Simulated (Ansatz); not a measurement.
Cl–Ga–PH, singlet: the ladder up to RCCSDT(Q)

Geometry: displaced at random from a stationary point.

```yaml
atoms:
  - { symbol: Cl, position_ang: [0.0023, -0.3142, 2.6419] }
  - { symbol: Ga, position_ang: [0.0015, -0.3424, 0.5193] }
  - { symbol: P, position_ang: [0.0495, -0.3552, -1.6578] }
  - { symbol: H, position_ang: [-0.0533, 1.0118, -1.5034] }
```

Basis cc-pVDZ; Ansatz 0.2.0. Only valence electrons are correlated (noble-gas cores and the filled d shells of p-block atoms frozen), which leaves 16 electrons in 44 orbitals. R marks a restricted (for open shells ROHF) determinant. No spin–orbit coupling is included, and no scalar relativity.

Full CI isn't at hand for all of this; RCCSDT(Q) serves as the reference, and is uncertain by about the last step of the cluster series.

* UHF ⟨S²⟩: 0.000
* T1 diagnostic (RCCSD): 0.0179
* largest doubles amplitude (RCCSD): 0.080

```csv
level,E − E(RCCSDT(Q)) (mEh),share of correlation (%),wall time
RHF,351.61,0.00,–
RMP2,46.63,86.74,–
RCCSD,14.29,95.94,–
RCCSD(T),2.36,99.33,2.1 s
BCCD(T),2.32,99.34,2.3 s
RCCSDT,1.13,99.68,–
```

The correlation energy at RCCSDT(Q), counted from RHF, is -9.568 eV. That run took 55 s on 1 thread of Arm Neoverse V1, shared host.

Times hold each run's SCF and search for its determinant on a shared host, so for small cases they say little of a method's own cost; they ran on 1 thread of Arm Neoverse V1.
